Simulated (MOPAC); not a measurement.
MOPAC input (PM6):

```
PM6 1SCF CHARGE=-1 GEO-OK AUX(PRECISION=9) THREADS=1
C3H5

C     1.27969120 1    0.01799503 1    0.11674447 1
C    -0.04641183 1    0.35484800 1   -0.12605693 1
H     1.56535525 1   -0.96544945 1    0.48118818 1
H     2.07649718 1    0.73303796 1   -0.05175505 1
H    -0.18059473 1    1.38076163 1   -0.49050458 1
C    -1.23602420 1   -0.35185707 1    0.00185736 1
H    -1.25850655 1   -1.38060421 1    0.35222871 1
H    -2.18628219 1    0.10633833 1   -0.24642669 1
```

Output:

```
 *******************************************************************************
 **                                                                           **
 **                              MOPAC v23.2.5                                **
 **                                                                           **
 *******************************************************************************
 ** MOPAC's Digital Object Identifier: https://doi.org/10.5281/zenodo.6511958 **
 **                                                                           **
 ** Please cite the open-source release paper for use of this MOPAC version:  **
 ** J. E. Moussa and J. J. P. Stewart (2026)                                  **
 ** MOPAC: An open-source semiempirical molecular orbital program             **
 ** J. Open Source Softw., 11(119), 8025, https://doi.org/10.21105/joss.08025 **
 *******************************************************************************

                              PM6 CALCULATION RESULTS

 *******************************************************************************
 *  PM6        - The PM6 Hamiltonian to be used
 *  GEO-OK     - OVERRIDE INTERATOMIC DISTANCE AND OTHER SAFETY CHECKS
 *
 *
 *
 *                 CHARGE ON SYSTEM = -1
 *
 *
 *
 *  1SCF       - DO 1 SCF AND THEN STOP
 *  AUX        - OUTPUT AUXILIARY INFORMATION
 *******************************************************************************
PM6 1SCF CHARGE=-1 GEO-OK AUX(PRECISION=9) THREADS=1
 C3H5

   ATOM   CHEMICAL          X               Y               Z
  NUMBER   SYMBOL      (ANGSTROMS)     (ANGSTROMS)     (ANGSTROMS)

     1       C          1.27969120  *   0.01799503  *   0.11674447  *
     2       C         -0.04641183  *   0.35484800  *  -0.12605693  *
     3       H          1.56535525  *  -0.96544945  *   0.48118818  *
     4       H          2.07649718  *   0.73303796  *  -0.05175505  *
     5       H         -0.18059473  *   1.38076163  *  -0.49050458  *
     6       C         -1.23602420  *  -0.35185707  *   0.00185736  *
     7       H         -1.25850655  *  -1.38060421  *   0.35222871  *
     8       H         -2.18628219  *   0.10633833  *  -0.24642669  *

          CARTESIAN COORDINATES

    NO.       ATOM           X           Y           Z

     1         C          1.2797      0.0180      0.1167
     2         C         -0.0464      0.3548     -0.1261
     3         H          1.5654     -0.9654      0.4812
     4         H          2.0765      0.7330     -0.0518
     5         H         -0.1806      1.3808     -0.4905
     6         C         -1.2360     -0.3519      0.0019
     7         H         -1.2585     -1.3806      0.3522
     8         H         -2.1863      0.1063     -0.2464

 General Reference for PM6:
 "Optimization of Parameters for Semiempirical Methods V: Modification of NDDO Approximations
 and Application to 70 Elements", J. J. P. Stewart, J. Mol. Mod., 13, 1173-1213 (2007)
 URL: https://link.springer.com/article/10.1007/s00894-007-0233-4

           Empirical Formula: C3 H5  =     8 atoms

      MOLECULAR POINT GROUP   :   C2v

      RHF CALCULATION, NO. OF DOUBLY OCCUPIED LEVELS = 9

 -------------------------------------------------------------------------------
 PM6 1SCF CHARGE=-1 GEO-OK AUX(PRECISION=9) THREADS=1
 C3H5

     1SCF WAS SPECIFIED, SO BFGS WAS NOT USED
     SCF FIELD WAS ACHIEVED

                              PM6 CALCULATION
                                                       MOPAC v23.2.5 Linux

          FINAL HEAT OF FORMATION =         19.24619 KCAL/MOL =      80.52607 KJ/MOL

          COSMO AREA              =         90.53 SQUARE ANGSTROMS
          COSMO VOLUME            =         72.83 CUBIC ANGSTROMS

          IONIZATION POTENTIAL    =          1.166402 EV
          HOMO LUMO ENERGIES (EV) =         -1.166  8.227
          NO. OF FILLED LEVELS    =          9
          MOLECULAR WEIGHT        =         41.0725         POINT GROUP:  C2v

          MOLECULAR DIMENSIONS (Angstroms)

            Atom       Atom       Distance
            H     8    H     4     4.31300
            H     7    H     5     2.73065
            H     3    H     8     0.00000

          SCF CALCULATIONS        =          1

   ATOM   CHEMICAL          X               Y               Z
  NUMBER   SYMBOL      (ANGSTROMS)     (ANGSTROMS)     (ANGSTROMS)

     1       C          1.27969120  *   0.01799503  *   0.11674447  *
     2       C         -0.04641183  *   0.35484800  *  -0.12605693  *
     3       H          1.56535525  *  -0.96544945  *   0.48118818  *
     4       H          2.07649718  *   0.73303796  *  -0.05175505  *
     5       H         -0.18059473  *   1.38076163  *  -0.49050458  *
     6       C         -1.23602420  *  -0.35185707  *   0.00185736  *
     7       H         -1.25850655  *  -1.38060421  *   0.35222871  *
     8       H         -2.18628219  *   0.10633833  *  -0.24642669  *

                             CARTESIAN COORDINATES

   1    C        1.279691200     0.017995030     0.116744470
   2    C       -0.046411830     0.354848000    -0.126056930
   3    H        1.565355250    -0.965449450     0.481188180
   4    H        2.076497180     0.733037960    -0.051755050
   5    H       -0.180594730     1.380761630    -0.490504580
   6    C       -1.236024200    -0.351857070     0.001857360
   7    H       -1.258506550    -1.380604210     0.352228710
   8    H       -2.186282190     0.106338330    -0.246426690

           Empirical Formula: C3 H5  =     8 atoms

      MOLECULAR POINT GROUP   :   C2v

                  EIGENVALUES
 -20.17071 -16.15978 -12.50439  -9.51912  -7.87789  -6.48376  -5.44444  -4.62414
  -1.16640   8.22668  11.59132  12.17515  12.45123  12.83926  12.90179  13.44415
  13.65840

              NET ATOMIC CHARGES AND DIPOLE CONTRIBUTIONS

  ATOM NO.   TYPE          CHARGE      No. of ELECS.   s-Pop       p-Pop
    1          C          -0.866208        4.8662     1.08987     3.77634
    2          C           0.224170        3.7758     1.07685     2.69898
    3          H           0.129983        0.8700     0.87002
    4          H           0.113414        0.8866     0.88659
    5          H           0.021450        0.9785     0.97855
    6          C          -0.866208        4.8662     1.08987     3.77634
    7          H           0.129983        0.8700     0.87002
    8          H           0.113414        0.8866     0.88659
 DIPOLE           X         Y         Z       TOTAL
 POINT-CHG.    -0.120     0.921    -0.327     0.984
 HYBRID        -0.003     0.020    -0.007     0.022
 SUM           -0.123     0.941    -0.334     1.006

          ATOMIC ORBITAL ELECTRON POPULATIONS

     Atom    s        px        py        pz
    1  C   1.08987   1.06162   1.17245   1.54227
    2  C   1.07685   0.92160   0.95154   0.82584
    3  H   0.87002
    4  H   0.88659
    5  H   0.97855
    6  C   1.08987   1.06706   1.16634   1.54294
    7  H   0.87002
    8  H   0.88659

 **********************
 *                    *
 * JOB ENDED NORMALLY *
 *                    *
 **********************

 == MOPAC DONE ==
```

The dipole moment of an ion depends on the origin.
